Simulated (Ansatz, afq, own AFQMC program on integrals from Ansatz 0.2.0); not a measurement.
# Where AFQMC and coupled cluster stand for ScNH2⁺, doublet

```xyz
4

Sc    0.0000    0.0000    0.5199
N     0.0000    0.0000   -1.3854
H     0.0000    0.8279   -1.9692
H     0.0000   -0.8279   -1.9692
```

Connectivity, by distances: Sc–NH2.

Basis def2-TZVP. Noble-gas cores (and the filled d shells of Ga–Kr and In–Xe) are frozen. Integrals, coupled cluster, full CI and functionals: Ansatz 0.2.0; the random walks run on the same integrals in our own AFQMC program. ph-AFQMC/CISD is guided by a CISD state made of CCSD amplitudes; releasing the constraint for a short imaginary time cuts its bias at the price of noise, slowly where states lie close. ± is one standard error of the sampling. The metal's outer-core s and p shells are frozen, which shifts wave-function levels against functionals.

Determinant: UHF, the one that the program's search chose, which needn't be the lowest solution. The geometry is a PBE0/def2-TZVP stationary point of this or a neighbouring charge and spin state.

No full CI on the walks' own integrals is used here; CCSDT(Q) serves as the reference and is uncertain by about the last step of the cluster series.

Cautions: no relativity below Rb; outer-core shells of the metal frozen; higher spins were not checked; the released energies move by 1.5 errors or more from one time to the next, so no released level is given (meV from the phaseless value at times in 1/Eh: -6 ± 4 at 0.60, 4 ± 13 at 1.20, -21 ± 5 at 2.00, -2 ± 11 at 3.00, 22 ± 17 at 4.20).

* T1 diagnostic: 0.0384
* weight of the determinant in the CISD state: 0.896
* ⟨S²⟩ of the determinant: 0.753
* size of the correlated space: 9 electrons in 78 orbitals

```
  level  correlation energy (eV)
    MP2                  -6.5989
   CCSD                  -6.8594
CCSD(T)                  -7.1433
```

Problem. Estimate where phaseless AFQMC with a CISD trial lies against CCSD(T) on the same integrals.

Solution. 0.79 ± 0.12 kcal/mol below CCSD(T).

Reference: CCSDT(Q), correlation energy -7.182 eV.

```json
{"level": "CCSD(T)", "E − E(reference) (kcal/mol)": "0.88", "share of correlation (%)": "99.47"}
{"level": "CCSDT", "E − E(reference) (kcal/mol)": "0.45", "share of correlation (%)": "99.73"}
{"level": "ph-AFQMC/CISD", "E − E(reference) (kcal/mol)": "0.09 ± 0.12", "share of correlation (%)": "99.94"}
```

A walk keeps the symmetry of its determinant, which the program's search chose and which needn't be the lowest solution, so a lower state of the same spin and another symmetry isn't excluded.
